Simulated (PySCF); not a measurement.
# silylphosphane (SiPH₅): geometry, spin-spin couplings

Wanted: the spin-spin couplings of silylphosphane (SiPH₅) (`[SiH3]P`), by calculation.

The runs use PySCF 2.14.0, with density-fitted response routines of our own; the level of theory stands in each step. All values are computed, except where a source is named. Atoms are numbered from 0 throughout.

### Step 1. The molecule as given

7 atoms, charge 0, multiplicity 1; geometry from: GFN2-xTB. The atoms were then displaced at random by about 0.03 Å, so the start is not that level's minimum.

Bonds of the start (Å): Si0–P1 2.16, Si0–H2 1.51, Si0–H3 1.54, Si0–H4 1.42, P1–H5 1.36, P1–H6 1.41.

### Step 2. Optimising the geometry at PBE0-D3(BJ)/def2-SVP

What the job is given:

```
{"job": {"xc": "PBE0", "basis": "def2-SVP", "d3": "d3bj", "grid": 1, "shake": 0.03, "kind": "geom"}, "charge": 0, "multiplicity": 1}
Si    -0.765120     0.011140    -0.057840
P      1.317330    -0.146780    -0.611300
H     -1.638710    -0.767430    -1.019580
H     -1.080920     1.500620    -0.270340
H     -1.126470    -0.331590     1.276990
H      1.576800    -1.161970     0.258990
H      1.815620     0.803810     0.300380
```

The run is started by

```sh
> OMP_NUM_THREADS=1 python probes_run.py task.json out
```

One launch serves the whole session: the jobs run in the order shown.

The log of the run:

```text
step   0  E = -633.37751156  max force = 0.028936
step   1  E = -633.38583072  max force = 0.008757
step   2  E = -633.38621585  max force = 0.003305
step   3  E = -633.38638895  max force = 0.001204
step   4  E = -633.38644382  max force = 0.001837
step   5  E = -633.38656554  max force = 0.001829
step   6  E = -633.38662905  max force = 0.001034
step   7  E = -633.38665700  max force = 0.000211
step   8  E = -633.38666283  max force = 0.000286
optimisation converged
```

It took 7.2 s on 1 thread of Arm Neoverse V2, shared host; peak memory 0.27 GiB.

Relaxation path:

```
step  energy from step 0 (eV)  largest force component (eV/Å)
   0                   0.0000                          1.4879
   1                  -0.2264                          0.4503
   2                  -0.2369                          0.1699
   3                  -0.2416                          0.0619
   4                  -0.2431                          0.0945
   5                  -0.2464                          0.0941
   6                  -0.2481                          0.0532
   7                  -0.2489                          0.0109
   8                  -0.2490                          0.0147
```

Close pairs (by a distance rule), those that changed most:

```
  bond  before (Å)  after (Å)  change (Å)
Si0–P1       2.161      2.266      +0.106
Si0–H4       1.425      1.495      +0.070
 P1–H5       1.362      1.430      +0.068
Si0–H3       1.537      1.494      -0.044
 P1–H6       1.408      1.430      +0.021
Si0–H2       1.515      1.494      -0.021
```

The next job starts from the end point, and lists it.

```
                         at the end point                 value
  point group (found at 0.08 Å tolerance)                    Cs
rotational constants (GHz, main isotopes)  50.886, 5.511, 5.488
                        dipole moment (D)                  0.86
```

### Step 3. Indirect couplings: B3LYP/cc-pVTZ

What the job is given:

```
{"job": {"kind": "j", "xc": "B3LYP", "basis": "cc-pVTZ"}, "charge": 0, "multiplicity": 1}
Si    -0.796532     0.104873    -0.085400
P      1.401004    -0.049974    -0.616643
H     -1.552376    -0.858893    -0.940377
H     -1.253205     1.491725    -0.400736
H     -1.089044    -0.187282     1.351323
H      1.567901    -1.303304     0.050548
H      1.820782     0.710656     0.518584
```

Method: B3LYP/cc-pVTZ indirect spin-spin coupling, non-relativistic, gas phase.

The log of the run:

```text
coarse grid: 6352 points
cycle   1  E = -633.9018172721  dE = -2.206e-01  |g| = 1.505e-01  |ddm| = 4.287e+00
cycle   2  E = -633.9043755906  dE = -2.558e-03  |g| = 9.817e-02  |ddm| = 6.409e-01
cycle   3  E = -633.9069033494  dE = -2.528e-03  |g| = 3.283e-02  |ddm| = 2.352e-01
cycle   4  E = -633.9072337025  dE = -3.304e-04  |g| = 3.261e-03  |ddm| = 6.229e-02
cycle   5  E = -633.9072373525  dE = -3.650e-06  |g| = 1.137e-03  |ddm| = 9.423e-03
final grid: 50712 points
cycle   6  E = -633.9141797406  dE = -6.169e-06  |g| = 1.182e-03  |ddm| = 2.736e-02
cycle   7  E = -633.9141797113  dE =  2.932e-08  |g| = 1.134e-03  |ddm| = 3.887e-03
cycle   8  E = -633.9141801682  dE = -4.569e-07  |g| = 1.236e-04  |ddm| = 2.209e-03
cycle   9  E = -633.9141801726  dE = -4.410e-09  |g| = 2.858e-05  |ddm| = 2.808e-04
cycle  10  E = -633.9141801729  dE = -2.085e-10  |g| = 9.651e-06  |ddm| = 6.969e-05
converged SCF energy = -633.9141801729

Indirect spin-spin couplings (Hz)
  i      j    bonds     total        FC       PSO       DSO        SD
  0 Si   1 P    1     43.500    45.805     7.052    -0.028    -9.328
  0 Si   2 H    1   -157.997  -158.321     0.407    -0.133     0.050
  0 Si   3 H    1   -157.837  -158.160     0.405    -0.133     0.051
  0 Si   4 H    1   -162.484  -162.835     0.447    -0.130     0.033
  0 Si   5 H    2      6.183     5.973     0.245     0.065    -0.100
  0 Si   6 H    2      6.201     5.991     0.246     0.064    -0.100
  1 P    2 H    2     27.982    28.473    -0.170    -0.346     0.025
  1 P    3 H    2     28.225    28.716    -0.171    -0.344     0.025
  1 P    4 H    2     -1.817    -0.808    -0.306    -0.446    -0.257
  1 P    5 H    1    115.702   107.941     8.385     0.286    -0.909
  1 P    6 H    1    115.705   107.940     8.388     0.286    -0.908
  2 H    3 H    2      1.142     2.137     0.924    -1.993     0.074
  2 H    4 H    2      6.259     7.263     0.925    -2.003     0.074
  2 H    5 H    3      0.103     0.220     0.248    -0.372     0.006
  2 H    6 H    3     10.978    12.227     0.889    -2.155     0.018
  3 H    4 H    2      6.223     7.225     0.925    -2.001     0.074
  3 H    5 H    3     11.035    12.285     0.889    -2.156     0.018
  3 H    6 H    3      0.076     0.194     0.249    -0.373     0.006
  4 H    5 H    3      4.413     4.273     0.056     0.071     0.013
  4 H    6 H    3      4.470     4.324     0.053     0.080     0.013
  5 H    6 H    2     -8.513    -8.679     1.062    -0.998     0.102
```

It took 8.4 s on 1 thread of Arm Neoverse V2, shared host; peak memory 0.48 GiB.

The basis is not made for couplings: without tight functions at the nuclei these values are rough.

A choice of the couplings up to four bonds, sorted by the number of bonds, with means over like pairs; isotopes 1H, 31P, 29Si:

```
  pair  bonds  J (Hz)  Fermi contact (Hz)
Si0–H2      1  -159.4              -159.8
 P1–H5      1   115.7               107.9
Si0–P1      1    43.5                45.8
 P1–H2      2    18.1                18.8
 H5–H6      2    -8.5                -8.7
Si0–H5      2     6.2                 6.0
 H2–H3      2     4.5                 5.5
 H2–H5      3     5.2                 5.6
```

### Step 4. Indirect couplings: B3LYP/6-31G*

The job, as its differences from that of step 3:

```diff
@@ -1,2 +1,2 @@
-{"job": {"kind": "j", "xc": "B3LYP", "basis": "cc-pVTZ"}, "charge": 0, "multiplicity": 1}
+{"job": {"kind": "j", "xc": "B3LYP", "basis": "6-31G*"}, "charge": 0, "multiplicity": 1}
 Si    -0.796532     0.104873    -0.085400
```

With the program's defaults for keys left out, this is: B3LYP/6-31G* indirect spin-spin coupling, non-relativistic, gas phase.

The log of the run:

```text
coarse grid: 6352 points
cycle   1  E = -633.8731951624  dE = -2.119e-01  |g| = 1.196e-01  |ddm| = 2.133e+00
cycle   2  E = -633.8749148007  dE = -1.720e-03  |g| = 1.011e-01  |ddm| = 3.682e-01
cycle   3  E = -633.8788835444  dE = -3.969e-03  |g| = 1.304e-02  |ddm| = 1.888e-01
cycle   4  E = -633.8789590241  dE = -7.548e-05  |g| = 2.537e-03  |ddm| = 2.841e-02
cycle   5  E = -633.8789622429  dE = -3.219e-06  |g| = 5.826e-04  |ddm| = 6.140e-03
final grid: 50712 points
cycle   6  E = -633.8403340286  dE = -1.174e-06  |g| = 3.933e-04  |ddm| = 6.328e-03
cycle   7  E = -633.8403340731  dE = -4.443e-08  |g| = 2.488e-04  |ddm| = 1.174e-03
cycle   8  E = -633.8403340996  dE = -2.648e-08  |g| = 1.754e-05  |ddm| = 4.432e-04
cycle   9  E = -633.8403340996  dE = -8.686e-11  |g| = 9.848e-06  |ddm| = 4.338e-05
converged SCF energy = -633.8403340996

Indirect spin-spin couplings (Hz)
  i      j    bonds     total        FC       PSO       DSO        SD
  0 Si   1 P    1     12.542    15.070     6.297    -0.028    -8.797
  0 Si   2 H    1   -185.624  -185.805     0.755    -0.162    -0.411
  0 Si   3 H    1   -185.469  -185.650     0.754    -0.162    -0.411
  0 Si   4 H    1   -188.200  -188.404     0.784    -0.159    -0.420
  0 Si   5 H    2      6.613     6.545     0.054     0.060    -0.046
  0 Si   6 H    2      6.629     6.561     0.054     0.059    -0.046
  1 P    2 H    2     25.082    25.303     0.076    -0.339     0.042
  1 P    3 H    2     25.289    25.507     0.077    -0.337     0.042
  1 P    4 H    2     -1.624    -0.731    -0.289    -0.437    -0.166
  1 P    5 H    1    162.872   157.820     4.250     0.358     0.442
  1 P    6 H    1    162.910   157.854     4.253     0.359     0.444
  2 H    3 H    2     -0.435     1.136     0.325    -1.919     0.023
  2 H    4 H    2      5.174     6.755     0.322    -1.928     0.025
  2 H    5 H    3      0.067     0.338     0.057    -0.345     0.016
  2 H    6 H    3     10.896    12.578     0.436    -2.123     0.005
  3 H    4 H    2      5.133     6.712     0.321    -1.925     0.025
  3 H    5 H    3     10.959    12.641     0.436    -2.124     0.005
  3 H    6 H    3      0.039     0.311     0.057    -0.345     0.016
  4 H    5 H    3      4.436     4.366    -0.047     0.093     0.024
  4 H    6 H    3      4.497     4.418    -0.049     0.103     0.024
  5 H    6 H    2    -12.588   -12.160     0.351    -0.899     0.119
```

Run time: 2.2 s. Hardware: 1 thread of Arm Neoverse V2, shared host; peak memory 0.37 GiB.

The basis is not made for couplings: without tight functions at the nuclei these values are rough.

This run: J(Si0,H2) -186.4 Hz, J(P1,H5) 162.9 Hz, J(P1,H2) 16.2 Hz (means over like pairs).

### Step 5. Side by side: spin-spin couplings

Couplings (Hz), each a mean over the pairs like the one named, with basis size and wall time:

```
          run  Si0–H2  P1–H5  Si0–P1  P1–H2  H5–H6  Si0–H5  H2–H5  functions   time
B3LYP/cc-pVTZ  -159.4  115.7    43.5   18.1   -8.5     6.2    5.2        138  8.4 s
 B3LYP/6-31G*  -186.4  162.9    12.5   16.2  -12.6     6.6    5.1         46  2.2 s
```

### Step 6. Results

```
                                     quantity                       value
                                  point group                          Cs
         rotational constants (main isotopes)       50.89, 5.51, 5.49 GHz
largest coupling of the table (B3LYP/cc-pVTZ)  ¹J(Si,H) Si0–H2, -159.4 Hz
     range of J(Si0,H2), mean over like pairs         -186.4 to -159.4 Hz
```

In words: The start was shaken at random, so part of the energy gained undoes that. Over 8 steps the energy fell by 0.249 eV; of the close pairs, Si0–P1 changed most, 2.161 to 2.266 Å. In the run at B3LYP/cc-pVTZ, the largest coupling of the table is Si0–H2 (mean over like pairs), -159.4 Hz, of which the Fermi-contact term gives -159.8 Hz. The coupling Si0–H2, as a mean over pairs of its kind, runs from -186.4 Hz (B3LYP/6-31G*) to -159.4 Hz (B3LYP/cc-pVTZ). Couplings from bases without tight functions are rough.
